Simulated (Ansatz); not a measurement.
# SiH, doublet in cc-pVTZ: errors against full CI

Geometry: a PBE0/def2-TZVP stationary point for this spin.

```yaml
atoms:
  - { symbol: Si, position_ang: [0.0000, 0.0000, 0.0000] }
  - { symbol: H, position_ang: [0.0000, 0.0000, 1.5317] }
```

Basis cc-pVTZ; Ansatz 0.2.0. Only valence electrons are correlated (noble-gas cores frozen), which leaves 5 electrons in 43 orbitals. Prefix R: restricted or restricted open-shell reference; prefix U: unrestricted. Active spaces: valence = (5e, 5o) chosen from the atoms' valence shells.

Full CI is exact within this basis and frozen core; it isn't the basis-set limit. The frozen core follows each run's orbitals, which can shift R against U totals by a few meV.

For open shells CISD is restricted-active-space CI with the open shells as a complete middle space.

```
UHF ⟨S²⟩                          : 0.789
T1 diagnostic (RCCSD)             : 0.0227
largest doubles amplitude (RCCSD) : 0.079
T1 diagnostic (UCCSD)             : 0.0191
```

```json
{"level": "UHF", "E − E(RHF) (eV)": "-0.1342"}
{"level": "RMP2", "E − E(RHF) (eV)": "-2.3483"}
{"level": "UMP2", "E − E(RHF) (eV)": "-2.3270"}
{"level": "RCCSD", "E − E(RHF) (eV)": "-2.9761"}
{"level": "UCCSD", "E − E(RHF) (eV)": "-2.9819"}
{"level": "RCCSD(T)", "E − E(RHF) (eV)": "-3.0632"}
{"level": "UCCSD(T)", "E − E(RHF) (eV)": "-3.0638"}
```

(1) Estimate how far full CI in cc-pVTZ lies from RCCSD(T). The table doesn't fix it; the size of (T) and the diagnostics are the guide.

(1) Full CI in cc-pVTZ lies 0.88 mEh below RCCSD(T), which is 27 % of the (T) step (-3.20 mEh). The diagnostics give no warning, yet the rest is a sizeable part of (T).

The other levels:

```
                   level  E − E(full CI) (mEh)  share of correlation (%)  wall time
                    CISD                  7.33                     93.54     0.96 s
                 BCCD(T)                  0.89                     99.21      1.5 s
                  RCCSDT                  0.10                     99.91          –
                  UCCSDT                  0.07                     99.94          –
               RCCSDT(Q)                  0.01                     99.99       12 s
               UCCSDT(Q)                 -0.01                    100.01       13 s
  CASSCF (valence space)                 79.24                     30.15          –
  NEVPT2 (valence space)                 23.14                     79.60     0.75 s
  MRCISD (valence space)                  4.19                     96.31          –
MRCISD+Q (valence space)                  0.12                     99.89      1.2 s
```

The correlation energy at full CI, counted from RHF, is -3.087 eV. That run took 47 s on 1 thread of Intel Xeon Platinum 8259CL, shared host over 2,785,730 determinants.

Times hold each run's SCF and search for its determinant on a shared host, so for small cases they say little of a method's own cost; they ran on 1 thread of Intel Xeon Platinum 8259CL.

The full-CI state has the irrep B1 of C2v, in the program's axes (one component, if the state is degenerate).

Natural occupations of full CI about the gap: 1.947 1.892 0.981 0.059 0.036 0.016 0.013 0.011 0.011 0.008; effectively unpaired electrons, Σ n²(2−n)², 1.07.

Atomization energy (electronic, same basis, no zero-point term; atoms at the same level, unrestricted beside the R rows where the molecule is a closed shell, with restricted open-shell steps beyond CCSDT(Q)) at full CI: 298.5 kJ/mol. Errors of other levels:

```
                   level  error (kJ/mol)
                     RHF           -83.3
                     UHF           -81.5
                    RMP2           -15.3
                    UMP2           -17.2
                    CISD           -10.6
                   RCCSD            -1.7
                   UCCSD            -1.7
                RCCSD(T)            -0.2
                UCCSD(T)            -0.2
                 BCCD(T)            -0.2
                  RCCSDT            -0.1
                  UCCSDT            -0.1
               RCCSDT(Q)             0.0
               UCCSDT(Q)            -0.1
  CASSCF (valence space)           -28.3
  NEVPT2 (valence space)           -17.7
  MRCISD (valence space)            -3.1
MRCISD+Q (valence space)            -2.6
```

This basis is far from its limit, so the value isn't to be set against a measured one. Truncated CI isn't size-consistent, which counts against it in atomization.
